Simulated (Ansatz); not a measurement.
Frontier orbitals of `CNN`.

Total charge 0; spin multiplicity 1. Geometry: relaxed with PBE0-D4/def2-TZVP. It is one conformer, not always the lowest. Basis def2-TZVPP, the Gaussian-basis code of Ansatz.

| functional | HOMO (eV) | LUMO (eV) | gap (eV) |
| --- | --- | --- | --- |
| LDA (SPW92) | -5.15 | 0.03 | 5.18 |
| PBE | -5.08 | 0.14 | 5.22 |
| r2SCAN | -5.37 | 0.95 | 6.32 |
| PBE0 | -6.57 | 0.98 | 7.55 |
| ωB97X-V | -9.06 | 2.85 | 11.91 |
| ωB97M-V | -8.98 | 2.37 | 11.35 |

A quarter of exact exchange (PBE0) shifts PBE's HOMO by −1.49 eV and its LUMO by +0.83 eV; full exchange at long range (ωB97M-V) shifts them by −3.90 and +2.23 eV. The gap opens from 5.23 to 11.35 eV, since occupied levels lose self-interaction and empty ones feel all the electrons. A positive LUMO is unbound and depends on the basis.
